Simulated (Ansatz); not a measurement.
H₂O₂, singlet: reading a ladder of total energies

Geometry: MP2(full)/6-31G*, from the G2/97 set.

```tsv
atom	x (Å)	y (Å)	z (Å)
O	0.0000	0.7341	-0.0281
O	0.0000	-0.7341	-0.0281
H	0.8395	0.8808	0.4466
H	-0.8395	-0.8808	0.4466
```

Basis STO-3G; Ansatz 0.2.0. Only valence electrons are correlated (noble-gas cores frozen), which leaves 14 electrons in 10 orbitals. Prefix R: restricted or restricted open-shell reference.

Full CI is exact within this basis and frozen core; it isn't the basis-set limit.

Runs differ by some tens of microhartree through their thresholds, so steps under 0.03 kcal/mol mean nothing.

| level | total energy (hartree) |
| --- | --- |
| RHF | -148.757521 |
| RMP2 | -148.839134 |
| RCCSD | -148.869363 |
| RCCSD(T) | -148.869859 |
| RCCSDT | -148.869968 |
| RCCSDT(Q) | -148.870118 |
| RCCSDTQ | -148.870182 |
| full CI | -148.870183 |

Problem. What is the correlation energy at full CI, and what share of it do RMP2 and RCCSDT recover?

Solution. E(corr) = -148.870183 − (-148.757521) = -0.112662 hartree = -3.066 eV. RMP2: -0.081613 / -0.112662 = 72.44 %. RCCSDT: -0.112447 / -0.112662 = 99.81 %.

Problem. By how many kcal/mol does RCCSD(T) miss full CI (1 hartree = 627.509 kcal/mol), and which steps make up the rest?

Solution. -148.869859 − (-148.870183) = 0.000324 hartree = 0.20 kcal/mol. Steps: RCCSDT − RCCSD(T) = -0.07, RCCSDT(Q) − RCCSDT = -0.09, RCCSDTQ − RCCSDT(Q) = -0.04, full CI − RCCSDTQ = 0.00 kcal/mol. That is within 1 kcal/mol of the reference in this basis, which itself misses far more of the correlation at the basis-set limit.
